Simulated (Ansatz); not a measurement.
```yaml
crystal:
  periodic: [false, false, false]
  atoms:
    - {symbol: O, position_ang: [-0.889346, 0.201130, 0.827770]}
    - {symbol: C, position_ang: [-0.046414, 0.067565, 0.021613]}
    - {symbol: F, position_ang: [0.585203, -1.091761, -0.181759]}
    - {symbol: H, position_ang: [0.350555, 0.823076, -0.667624]}
basis:
  gaussian: {orbitals: x2c-TZVPPall, nuclear_model: gaussian}
total_charge: 1
magnetization: {spin_polarized: true, initial_magnetization: 1}
hamiltonian: {xc: {name: B3LYP}}
scf: {lower_state_search: light}
```

```sh
$ ansatz run in.yaml --threads 4 --pin off --events-out ev --progress --plain --max-ram 10444MiB
```

It prints (some lines left out):

```
Functional definition: B3LYP
546 factors; their error is unknown
mean field evaluation 1: about -5804.3081 eV, gradient 4.9e1 eV
mean field evaluation 2: about -5794.3612 eV, gradient 7.5e1 eV
mean field evaluation 4: about -5811.2529 eV, gradient 2.7e0 eV
mean field evaluation 8: about -5811.2902 eV, gradient 1.2e-1 eV
mean field evaluation 16: about -5811.3018 eV, gradient 7.0e-5 eV
mean field -5811.30180804 eV, -213.5614024036 hartree, gradient 7.0e-5 eV, S^2 0.756269; 0 other end points of the search recorded, 0 dependent functions left out
reference -5811.30194973 eV, -213.5614076107 hartree; 12, 11 occupied and 95, 96 virtual orbitals, 546 factors
Total energy: -5811.30194973 eV, -213.5614076107 hartree
Relativity: scalar
```

It took 0.8 s on 4 threads of an Arm Neoverse V1 on a shared host, with 0.15 GiB of host memory at the peak.
